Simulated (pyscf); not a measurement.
H₃Si–O–PH₂ + H₂O -> HO–PH₂ + HO–SiH₃, a four-centre exchange (singlet surface; O–P, H–O broken, O–P, H–O formed). PySCF, gas phase, ωB97X-D3(BJ)/def2-SVP geometries. Energies in kcal/mol from the separated reactants.

Small-basis levels: PySCF, no dispersion term, spherical d functions. AM1 to PM7: differences of heats of formation from MOPAC, which are fitted to 298 K values and so differ in kind from electronic energies by zero-point and thermal terms. Cost: rough CPU time at the saddle relative to B3LYP/6-31G*, from one job on a shared machine.

| level | barrier | reaction energy | cost |
|---|---|---|---|
| HF/3-21G | ? | +2.8 | 0.06 |
| HF/6-31G* | 57.7 | +1.3 | 0.09 |
| BP86/6-31G* | 29.2 | -0.1 | 2 |
| PBE/6-31G* | 27.4 | 0.0 | 2 |
| B3LYP/STO-3G | ? | +1.2 | 0.6 |
| B3LYP/3-21G | 13.6 | -0.5 | 0.8 |
| B3LYP/LANL2DZ | 27.0 | +2.3 | 0.6 |
| B3LYP/6-31G* | 35.9 | +0.2 | 1 |
| B3LYP/6-311+G** | 41.4 | +2.7 | 1 |
| PBE/def2-SVP | 26.6 | +0.2 | 2 |
| B3LYP/def2-SVP | 34.9 | +0.5 | 1 |
| PM3 | 46.0 | +4.6 | under 0.02 |
| ωB97M-D3(BJ)/def2-TZVP | ? | +1.9 | – |

Task: Some entries are withheld; supply them.

Result: 
- HF/3-21G, barrier: 39.0
- B3LYP/STO-3G, barrier: 20.3
- ωB97M-D3(BJ)/def2-TZVP, barrier: 41.6

Against the last row the barrier runs from -28.0 (B3LYP/3-21G) to +16.1 kcal/mol (HF/6-31G*). ωB97M-D3(BJ)/def2-TZVP has limits of its own. On the product side the descent ends in a complex, 6.1 kcal/mol under the separated species and 45.6 kcal/mol under the saddle at ωB97X-D3(BJ)/def2-TZVP. The same reactants have a lower exit, to HO–SiH₂–O–PH₂ + H₂ (barrier +33.2 kcal/mol at ωB97M-D3(BJ)/def2-TZVP, against +41.6 kcal/mol here). H₃Si–O–PH₂ lies 5.7 kcal/mol over its isomer HO–SiH₂–PH₂ (electronic energy, ωB97M-D3(BJ)/def2-TZVP). Another saddle between the same species, by other bonds, lies lower (23.8 kcal/mol against 41.6 kcal/mol at ωB97M-D3(BJ)/def2-TZVP).
